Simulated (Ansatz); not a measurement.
What a trial cell of RePb₂ relaxes into

All numbers below come from Ansatz, DFT PBE, scalar-relativistic, plane waves, PAW. Cutoff 420 eV, Γ-centred k mesh, Gaussian smearing, no spin polarisation in the final step.

The start puts RePb₂ on the MoSi2 (C11b) structure type (I4/mmm, No. 139), with Re in place of Mo, Pb in place of Si, at a guessed volume.

```yaml
crystal:
  lattice:
    - [-1.95533, 1.95533, 4.79667]
    - [1.95533, -1.95533, 4.79667]
    - [1.95533, 1.95533, -4.79667]
  atoms:
    - { symbol: Re, position: [0.00000, 0.00000, 0.00000] }
    - { symbol: Pb, position: [0.66500, 0.66500, 0.00000] }
    - { symbol: Pb, position: [0.33500, 0.33500, 0.00000] }
```

Cell and atoms relax at zero pressure; the relaxation can't lower the symmetry of the start. After a coarse first stage the cell is made exact in the group found at 0.06 Å.

Formation energies are uncorrected and refer to the elements' standard structures at the same level.

Problem. Describe the relaxed structure.

Solution. It keeps I4/mmm (No. 139), but not the shape of the type it started on. Conventional cell: a = 3.189 Å, c = 14.903 Å. Around Re lie 8 Pb at 3.00 Å and 4 Re at 3.19 Å; around Pb lie 4 Re at 3.00 Å and 4 Pb at 3.19 Å.

```
Re Pb
1.0
    -1.59445    1.59445    7.45153
     1.59445   -1.59445    7.45153
     1.59445    1.59445   -7.45153
Re Pb
1 2
Direct
  0.00000 0.00000 0.00000
  0.63230 0.63230 0.00000
  0.36770 0.36770 0.00000
```

Problem. What are its volume, energy, density and gap?

Solution. The volume per atom is 25.3 Å³ and the density is 13.2 g/cm³. The energy over the elements is 0.86 eV/atom and the gap on the 20×20×20 mesh is 0 eV (a metal).

The final run used a 20×20×20 mesh on its 3-atom cell and 0.10 eV smearing. The k mesh leaves about 4 meV/atom of noise in metals. No dispersion correction is applied, so the spacing between layers, chains or molecules is poorly fixed, and with it the volume and density. Spin–orbit coupling is left out. A structure relaxed within its symmetry needn't be a true minimum. The steps took of the order of 10 core-minutes in all.